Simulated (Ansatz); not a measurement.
Two isomers of C4H7NS: A = `CNCC#CS`, B = `C=C(C)SC=N`.

Gas-phase electronic energies from Ansatz, PBE0-D4/def2-TZVP geometries. CCSD(T)/CBS adds triple-zeta CCSD(T) − MP2 to the extrapolated MP2 energy (def2 sets, frozen cores). DFT in def2-TZVPP. B3LYP here is the variant with VWN-RPA as its local correlation; programs differ in this. Each species was taken in one conformer, which may not be the lowest.

**Question.** Which is lower in electronic energy at CCSD(T)/CBS, and by how much? (An estimate is asked.)

**Answer.** Ansatz gave: B, by 117.7 kJ/mol.

**Question.** Give E(B) − E(A) in kJ/mol with HF/def2-TZVPP, PBE0-D4, B3LYP, CCSD(T)/def2-TZVPP, B3LYP-D4, r2SCAN-D4, MP2/def2-TZVPP. (Estimate.)

**Answer.** The calculation gave: HF/def2-TZVPP -99.0, PBE0-D4 -120.8, B3LYP -114.4, CCSD(T)/def2-TZVPP -117.1, B3LYP-D4 -123.2, r2SCAN-D4 -129.5, MP2/def2-TZVPP -109.8. None reverses the order clearly.

Largest T1 diagnostic: 0.013.

From PBE to PBE0 (25 % exact exchange), in def2-TZVPP and without D4, E(B) − E(A) moves by +8.5 kJ/mol. In def2-TZVPP, CCSD(T) changes the Hartree–Fock value by −18.1 kJ/mol (the triples alone add −7.0 kJ/mol) and MP2 by −10.8 kJ/mol.
